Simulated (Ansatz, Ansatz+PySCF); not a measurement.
```yaml
atoms:
  - { symbol: O, position_ang: [-0.0020, 0.0069, -0.5848] }
  - { symbol: C, position_ang: [-0.0086, 1.1610, 0.1830] }
  - { symbol: C, position_ang: [-0.0021, -1.1699, 0.1922] }
  - { symbol: H, position_ang: [0.0050, 2.0218, -0.4876] }
  - { symbol: H, position_ang: [-0.9038, 1.2278, 0.8406] }
  - { symbol: H, position_ang: [0.8915, 1.2346, 0.8305] }
  - { symbol: H, position_ang: [0.0049, -2.0295, -0.4994] }
  - { symbol: H, position_ang: [0.9001, -1.2378, 0.8468] }
  - { symbol: H, position_ang: [-0.8968, -1.2324, 0.8297] }
```

RHF-MP2 on singlet C₂H₆O was run in several spherical basis sets with Ansatz (development build ahead of 0.2.0). Frozen core: 3 orbitals.

Question: Rank the basis sets by the total energy that they give, lowest first, with the distance from the lowest.
A. STO-3G
B. 6-31G(d)
C. def2-SVP
D. cc-pVDZ
E. def2-TZVP

Answer: E (0.00 eV), D (4.22 eV), B (5.78 eV), C (7.66 eV), A (66.35 eV).

Totals follow the description of the cores as much as that of the bonds, so this order isn't one of quality for chemistry.
